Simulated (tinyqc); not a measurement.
Extended Hueckel theory, for BH3, step by step. Computed by tinyqc, a small Python program that keeps every step (integrals from PySCF). Settings: charge = 0, K = 1.75, multiplicity = 1. Command: `OMP_NUM_THREADS=1 python tinyqc.py 31272 31273 out.jsonl` (the two numbers bound the seeds that draw the settings). One thread of a shared host (Intel(R) Xeon(R) Processor @ 2.60GHz), about 0.01 s of CPU time with the checks.

## Overlaps

Geometry (angstrom):
```
atom          x          y         z
B      0.000000   0.000000  0.024000
H      1.109000   0.000000  0.000000
H     -0.555000   0.961000  0.000000
H     -0.555000  -0.961000  0.000000
```

Parameters chosen for this run:
```
element  shell  Slater exponent   H_ii (eV)
B           2s         1.300000  -15.200000
B           2p         1.300000   -8.500000
H           1s         1.300000  -13.600000
```

Slater orbitals, each expanded in six Gaussians scaled to its exponent.

overlap S, order 1B 2s, 1B 2px, 1B 2py, 1B 2pz, 2H 1s, 3H 1s, 4H 1s:
```
[[1.000000, 0.000000, 0.000000, 0.000000, 0.526401, 0.526048, 0.526048],
 [0.000000, 1.000000, 0.000000, 0.000000, 0.553589, -0.276765, -0.276765],
 [0.000000, 0.000000, 1.000000, 0.000000, 0.000000, 0.479228, -0.479228],
 [0.000000, 0.000000, 0.000000, 1.000000, -0.011980, -0.011968, -0.011968],
 [0.526401, 0.553589, 0.000000, -0.011980, 1.000000, 0.117140, 0.117140],
 [0.526048, -0.276765, 0.479228, -0.011968, 0.117140, 1.000000, 0.117055],
 [0.526048, -0.276765, -0.479228, -0.011968, 0.117140, 0.117055, 1.000000]]
```

## Wolfsberg-Helmholz matrix

diagonal H_ii (eV): [-15.200000, -8.500000, -8.500000, -8.500000, -13.600000, -13.600000, -13.600000]

K = 1.750000

H_ij = K' S_ij (H_ii + H_jj)/2 for i != j (the diagonal keeps H_ii), with K' = 1.75.

H (eV), order 1B 2s, 1B 2px, 1B 2py, 1B 2pz, 2H 1s, 3H 1s, 4H 1s:
```
[[-15.200000, 0.000000, 0.000000, 0.000000, -13.265306, -13.256405, -13.256405],
 [0.000000, -8.500000, 0.000000, 0.000000, -10.705020, 5.351950, 5.351950],
 [0.000000, 0.000000, -8.500000, 0.000000, 0.000000, -9.267070, 9.267070],
 [0.000000, 0.000000, 0.000000, -8.500000, 0.231669, 0.231436, 0.231436],
 [-13.265306, -10.705020, 0.000000, 0.231669, -13.600000, -2.787938, -2.787938],
 [-13.256405, 5.351950, -9.267070, 0.231436, -2.787938, -13.600000, -2.785904],
 [-13.256405, 5.351950, 9.267070, 0.231436, -2.787938, -2.785904, -13.600000]]
```

## Orbitals

valence electrons = 6

Solve H C = S C e through S^(-1/2); fill by pairs from the bottom, a degenerate level sharing its electrons equally; each orbital has its largest coefficient positive (the first on a tie).

orbital energies (eV): [-19.800432, -14.398952, -14.398783, -8.501950, 13.088728, 13.127196, 29.584510]

occupations: [2.000000, 2.000000, 2.000000, 0.000000, 0.000000, 0.000000, 0.000000]

coefficients, order 1B 2s, 1B 2px, 1B 2py, 1B 2pz, 2H 1s, 3H 1s, 4H 1s:
```
[[0.514162, -0.000002, 0.000000, 0.019710, 0.000000, -0.002355, 1.671802],
 [-0.000004, 0.403922, 0.000000, 0.000002, 0.000000, 1.386744, 0.002809],
 [0.000000, 0.000000, 0.403860, 0.000000, 1.386056, 0.000000, 0.000000],
 [0.000408, -0.000002, 0.000000, 0.999735, 0.000000, 0.000053, -0.039945],
 [0.277629, 0.580915, 0.000000, -0.005008, 0.000000, -1.111204, -0.868360],
 [0.277467, -0.290653, 0.503277, -0.005009, -0.962807, 0.557630, -0.864500],
 [0.277467, -0.290653, -0.503277, -0.005009, 0.962807, 0.557630, -0.864500]]
```

sum of one-electron energies = -97.196335 eV

Within a degenerate level the vectors are fixed only up to a rotation; this is one choice.

## Mulliken analysis

P = C n C^T; charge = valence electrons (B 3, H 1) minus the sum of (P S)_ii on the atom; overlap population = 2 sum P_ij S_ij between two atoms.

charges: [0.588915, -0.196132, -0.196392, -0.196392]

Overlap populations:
```
pair      value
2-1    0.820142
3-1    0.819776
3-2   -0.043019
4-1    0.819776
4-2   -0.043019
4-3   -0.042992
```
